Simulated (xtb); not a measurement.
# C3H4FO− (SMILES C/C(F)=C/[O-]) at GFN2-xTB (hydrogen mass 1 u, md dump 20 fs, md temperature 500 K, md time 0.2 ps)

Aim: molecular dynamics of C3H4FO−. 

Program for the calculation: xtb 6.7.1.

4 further runs of the same task are left out: 2 that didn't finish, 2 set aside as unsound or not needed.

**1. Starting point**

The species is C3H4FO− (9 atoms), meant as a singlet with charge -1. As SMILES, `C/C(F)=C/[O-]`. The shape was relaxed beforehand at GFN2-xTB. The run starts from this shape.

Bond lengths: C1–C2 1.496 Å, C2–F3 1.415 Å, C2–C4 1.355 Å, C4–O5 1.257 Å, C1–H6 1.098 Å, C1–H7 1.098 Å, C1–H8 1.089 Å, C4–H9 1.135 Å. Some angles: C1–C2–F3 111.0°, C1–C2–C4 127.6°, F3–C2–C4 121.4°, C2–C4–O5 132.0°, C2–C1–H6 111.9°, C2–C1–H7 111.8°, C2–C1–H8 109.2°, C2–C4–H9 110.1°, O5–C4–H9 118.0°, H6–C1–H7 107.1°.

**2. A short trajectory at GFN2-xTB (hydrogen mass 1 u, md dump 20 fs, md temperature 500 K, md time 0.2 ps)**

The input, xcontrol:

```
$md
   temp=500
   time=0.2
   step=0.1
   dump=20
   hmass=1
   shake=0
   nvt=false
$end
```

The input, geom.xyz:

```xyz
9
start
C     -0.125012    -1.134474    -0.156204
C      0.453817     0.225433     0.075905
F      1.860075     0.160276     0.218623
C     -0.210763     1.403654     0.154448
O      0.185443     2.580967     0.345429
H      0.085180    -1.816789     0.678403
H      0.279995    -1.601475    -1.063924
H     -1.204720    -1.050549    -0.266403
H     -1.324035     1.232947     0.013723
```

The run is started by

```sh
$ xtb geom.xyz --chrg -1 --input xcontrol --md -P 1 > geom.out 2> xtb.err
```

What values should one expect? Wanted: potential energy of the last frame.

Answer, from the run:

Level: GFN2-xTB (hydrogen mass 1 u, md dump 20 fs, md temperature 500 K, md time 0.2 ps).

| quantity | value |
| --- | --- |
| potential energy of the last frame | -17.39778 Eh |
